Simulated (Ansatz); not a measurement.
The same calculation of C₄H₇NO, SMILES CC=NC(C)=O as a Python script and as an input file (the Ansatz DFT code, driven from Python).

`c4h7no_energy.py`
```python
# -*- coding: utf-8 -*-
"""Single point of C4H7NO in a Gaussian basis."""

import ansatz as az
import numpy as np
import pandas as pd


def main():
    c4h7no = (
        az.Crystal.molecule()
        .atom("C", (1.243, -2.1069, 0.5366))
        .atom("C", (0.8283, -0.6118, 0.5537))
        .atom("N", (-0.1826, -0.1654, -0.1715))
        .atom("C", (-0.3341, 1.1917, -0.0692))
        .atom("C", (-1.5631, 1.6107, -0.9413))
        .atom("O", (0.2124, 1.9958, 0.6281))
        .atom("H", (2.2567, -2.1586, 0.193))
        .atom("H", (1.1532, -2.4495, 1.5303))
        .atom("H", (0.5395, -2.6007, -0.1044))
        .atom("H", (1.4503, 0.0353, 1.2336))
        .atom("H", (-1.7329, 2.6945, -0.7889))
        .atom("H", (-1.3286, 1.41, -1.9562))
        .atom("H", (-2.5217, 1.1201, -0.6292))
    )

    calc = (
        c4h7no.calculation()
        .basis(gaussian="STO-3G")
        .functional("REVPBE0")
        .forces()
    )
    outcome = calc.run(threads=1, pin="off")
    summary = outcome.report

    print("reference energy %16.6f eV" % summary["reference_energy_ev"])
    print("total energy     %16.6f eV" % summary["free_energy_ev"])
    print("occupied orbitals outside the frozen core (up, down):", summary["n_occupied"], " frozen:", summary["n_frozen"], " virtual:", summary["n_virtual"])

    state = summary["mean_field"]["state"]
    print(f"mean field: {state['energy']['hartree']:.7f} Ha, <S^2> = {abs(state['spin_squared']):.4f}, stability: {state.get('stability', {}).get('kind')}")

    symbols = [site.symbol for site in c4h7no.cartesian_sites]
    print("forces (eV/A)")
    for symbol, f in zip(symbols, summary["forces_ev_ang"]):
        print(f"  {symbol:2s} {f[0]:9.4f} {f[1]:9.4f} {f[2]:9.4f}")

    charges = summary["charge_distribution"]
    table = pd.DataFrame({"atom": symbols, "mulliken": charges["mulliken_charges_e"], "lowdin": charges["lowdin_charges_e"]})
    print(table.round(3).to_string())
    print("dipole (e A):", np.round(charges["dipole_moment_e_ang"], 4) + 0.0)


if __name__ == "__main__":
    main()
```

```console
$ python c4h7no_energy.py
reference energy     -7695.958498 eV
total energy         -7695.958498 eV
occupied orbitals outside the frozen core (up, down): [23, 23]  frozen: 0  virtual: [14, 14]
mean field: -282.8212583 Ha, <S^2> = 0.0000, stability: minimum
forces (eV/A)
  C    -1.2710    2.8411   -0.7318
  C     0.4987   -0.8219    0.1849
  N     2.1651   -5.8228    0.1189
  C    -5.4744    2.2181   -2.8109
  C    -1.0317    1.1849    1.8480
  O     3.4484    3.5675    3.5099
  H     1.1233   -0.4366   -0.4055
  H     0.0849   -1.0508    1.8844
  H    -0.3575   -0.9207   -0.7222
  H    -0.3492   -0.0210   -0.4559
  H     0.1901   -0.2433   -0.3442
  H    -0.0308   -0.3634   -1.7479
  H     1.0041   -0.1311   -0.3278
   atom  mulliken  lowdin
0     C    -0.260  -0.159
1     C     0.067   0.078
2     N    -0.251  -0.185
3     C     0.231   0.155
4     C    -0.243  -0.167
5     O    -0.196  -0.133
6     H     0.103   0.068
7     H     0.104   0.067
8     H     0.109   0.071
9     H     0.085   0.045
10    H     0.076   0.046
11    H     0.091   0.057
12    H     0.083   0.054
dipole (e A): [ 0.1805 -0.2522  0.0825]
```

`input.yaml`:
```yaml
crystal:
  periodic: [false, false, false]
  atoms:
    - { symbol: C, position_ang: [1.243, -2.1069, 0.5366] }
    - { symbol: C, position_ang: [0.8283, -0.6118, 0.5537] }
    - { symbol: "N", position_ang: [-0.1826, -0.1654, -0.1715] }
    - { symbol: C, position_ang: [-0.3341, 1.1917, -0.0692] }
    - { symbol: C, position_ang: [-1.5631, 1.6107, -0.9413] }
    - { symbol: O, position_ang: [0.2124, 1.9958, 0.6281] }
    - { symbol: H, position_ang: [2.2567, -2.1586, 0.193] }
    - { symbol: H, position_ang: [1.1532, -2.4495, 1.5303] }
    - { symbol: H, position_ang: [0.5395, -2.6007, -0.1044] }
    - { symbol: H, position_ang: [1.4503, 0.0353, 1.2336] }
    - { symbol: H, position_ang: [-1.7329, 2.6945, -0.7889] }
    - { symbol: H, position_ang: [-1.3286, 1.41, -1.9562] }
    - { symbol: H, position_ang: [-2.5217, 1.1201, -0.6292] }
basis:
  gaussian: { orbitals: STO-3G }
hamiltonian:
  xc: revpbe0
output:
  forces: true
```

The program run on that file:
```console
$ ansatz run input.yaml --threads 1 --pin off --max-ram 4096MiB --backend cpu --events-out ev --progress --plain --runs-dir out
Engine: ansatz 0.2.0, aarch64-unknown-linux-gnu
Functional definition: revPBE0
  parameter a = 0.25
  parameter kappa = 1.245
  parameter beta = 0.06672455060314922
  exchange = (1 - a)*pbe_x(kappa = kappa, mu = beta*pi^2/3) + a*exact_x
  correlation = pbe_c(beta = beta)
525 factors; integrals over basis functions are off by at most 3.2e-5 eV
mean field evaluation 1: about -7692.4590 eV, gradient 3.4e1 eV
mean field evaluation 2: about -7684.6488 eV, gradient 6.4e1 eV
mean field evaluation 4: about -7695.9977 eV, gradient 2.3e0 eV
mean field evaluation 8: about -7695.9584 eV, gradient 1.2e-1 eV
mean field -7695.95847351 eV, -282.8212573933 hartree, gradient 6.2e-5 eV, S^2 0.000000; 0 other end points of the search recorded, 0 dependent functions left out
the calculation of the forces begins
reference -7695.95849775 eV, -282.8212582844 hartree; 23, 23 occupied and 14, 14 virtual orbitals, 525 factors
Total energy: -7695.95849775 eV, -282.8212582844 hartree
Atom 0 at     1.243000    -2.106900     0.536600 Å, force    -1.270999     2.841127    -0.731756 eV/Å
Atom 1 at     0.828300    -0.611800     0.553700 Å, force     0.498693    -0.821912     0.184920 eV/Å
Atom 2 at    -0.182600    -0.165400    -0.171500 Å, force     2.165116    -5.822768     0.118892 eV/Å
Atom 3 at    -0.334100     1.191700    -0.069200 Å, force    -5.474389     2.218084    -2.810891 eV/Å
Atom 4 at    -1.563100     1.610700    -0.941300 Å, force    -1.031695     1.184905     1.847956 eV/Å
Atom 5 at     0.212400     1.995800     0.628100 Å, force     3.448355     3.567527     3.509900 eV/Å
Atom 6 at     2.256700    -2.158600     0.193000 Å, force     1.123349    -0.436627    -0.405492 eV/Å
Atom 7 at     1.153200    -2.449500     1.530300 Å, force     0.084887    -1.050816     1.884449 eV/Å
Atom 8 at     0.539500    -2.600700    -0.104400 Å, force    -0.357482    -0.920722    -0.722246 eV/Å
Atom 9 at     1.450300     0.035300     1.233600 Å, force    -0.349174    -0.020999    -0.455865 eV/Å
Atom 10 at    -1.732900     2.694500    -0.788900 Å, force     0.190065    -0.243307    -0.344193 eV/Å
Atom 11 at    -1.328600     1.410000    -1.956200 Å, force    -0.030811    -0.363419    -1.747890 eV/Å
Atom 12 at    -2.521700     1.120100    -0.629200 Å, force     1.004086    -0.131072    -0.327785 eV/Å
Dipole moment:     0.180476    -0.252164     0.082542 e Å
```

What to keep in mind:
- The settings weren't tested for convergence.
- The geometry is a force-field or estimated start, not a minimum of this method, and the basis set is short of its limit.
- The Löwdin charges here are taken after orthogonalising the functions within each atom; they differ from plain Löwdin charges, and their signs can be unphysical.
- Wall time of the script: 3 s on 1 thread of Arm Neoverse V1, with other jobs on the host, peak memory 0.21 GiB.
